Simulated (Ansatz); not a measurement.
C₃H₄FN, SMILES `NC=C=CF`, relaxed with RKS PBE0-D4/def2-TZVP in Ansatz 0.2.0 from a PBE-D4/def2-SVP geometry. The force threshold is 0.005 eV/Å; the program also tests the step.

Charge 0, multiplicity 1.

Start:

```xyz
9

N     1.390    0.130   -1.136
C     0.148   -0.366   -0.770
C    -0.500   -0.147    0.373
C    -1.095   -0.008    1.536
F    -2.048    0.932    1.796
H     1.743    0.911   -0.580
H     1.560    0.233   -2.138
H    -0.292   -1.059   -1.515
H    -0.905   -0.627    2.434
```

```tsv
step	energy (eV)	largest force (eV/Å)	largest move (Å)
1	-7375.8458	0.669	0.000
2	-7375.9012	0.225	0.046
3 (rejected)	-7375.8220	1.374	0.140
4 (rejected)	-7375.8975	0.142	0.070
5	-7375.9046	0.158	0.032
6	-7375.9054	0.079	0.010
7	-7375.9058	0.079	0.007
8	-7375.9058	0.063	0.002
9	-7375.9059	0.060	0.007
10	-7375.9060	0.007	0.008
11	-7375.9060	0.005	0.005
```

End:

```xyz
9

N     1.380    0.131   -1.123
C     0.148   -0.363   -0.752
C    -0.480   -0.142    0.378
C    -1.078   -0.018    1.519
F    -2.017    0.926    1.760
H     1.720    0.912   -0.586
H     1.535    0.224   -2.112
H    -0.298   -1.037   -1.481
H    -0.910   -0.632    2.399
```

Hardware: 2 threads of an Arm Neoverse V1 on a shared host. Wall time 40 s, peak host memory 0.35 GiB.
